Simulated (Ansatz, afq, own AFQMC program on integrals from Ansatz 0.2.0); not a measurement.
## Ge2H4, singlet in cc-pVDZ, levels against CCSDT(Q)

```xyz
6

Ge    0.0000    0.0168    1.2218
Ge    0.0000   -0.0363   -1.2773
H     0.0000    1.3870    1.9258
H     1.2331   -0.7670    1.7257
H    -1.2331   -0.7670    1.7257
H     0.0000    1.5538   -1.3752
```

Connectivity, by distances: GeH3–GeH.

Basis cc-pVDZ. Only valence electrons are correlated. Ansatz 0.2.0 and our own AFQMC program on the same integrals; the CISD trial comes from CCSD amplitudes, and released means the phaseless constraint is let go. Free AFQMC starts from the CCSD state and is never constrained. Its projection time is finite, and what remains of the start isn't in its error. ± is one standard error of the sampling. No spin–orbit coupling.

Determinant: UHF, the one that the program's search chose, which needn't be the lowest solution. The geometry is a PBE0/def2-TZVP stationary point of this or a neighbouring charge and spin state.

No full CI on the walks' own integrals is used here; CCSDT(Q) serves as the reference and is uncertain by about the last step of the cluster series.

Cautions: no relativity below Rb; no spin-orbit coupling; inner d shell frozen; higher spins were not checked; an unrestricted solution with more broken spin lies lower (44 meV, ⟨S²⟩ 0.30), while this determinant keeps restricted orbitals.

- T1 diagnostic: 0.0138
- weight of the determinant in the CISD state: 0.858
- ⟨S²⟩ of the determinant: 0.000
- size of the correlated space: 12 electrons in 46 orbitals

Reference: CCSDT(Q), correlation energy -6.249 eV. The released energy is read at 1.62 1/Eh, later times being too noisy (meV from the phaseless value at times in 1/Eh: -9 ± 13 at 0.24, -16 ± 10 at 0.51, 0 ± 13 at 0.99, -8 ± 16 at 1.62, -6 ± 22 at 2.40).

```csv
level,E − E(reference) (kJ/mol),share of correlation (%)
HF,602.9,0.00
MP2,137.3,77.23
CCSD,18.1,97.00
CCSD(T),3.6,99.40
CCSDT,0.7,99.88
ph-AFQMC/HF,-16.5 ± 5.6,102.73
ph-AFQMC/CISD,-0.1 ± 0.9,100.02
released AFQMC,-0.9 ± 1.5,100.14
free AFQMC,-0.1 ± 1.1,100.02
```

Free projections are given only where their last times agree within the noise and don't stop above the reference; a slow remainder of the start can still hide under it. A walk keeps the symmetry of its determinant, which the program's search chose and which needn't be the lowest solution, so a lower state of the same spin and another symmetry isn't excluded. Released energies are given only where the last usable release times agree within the noise; a slower fall can still hide under it.
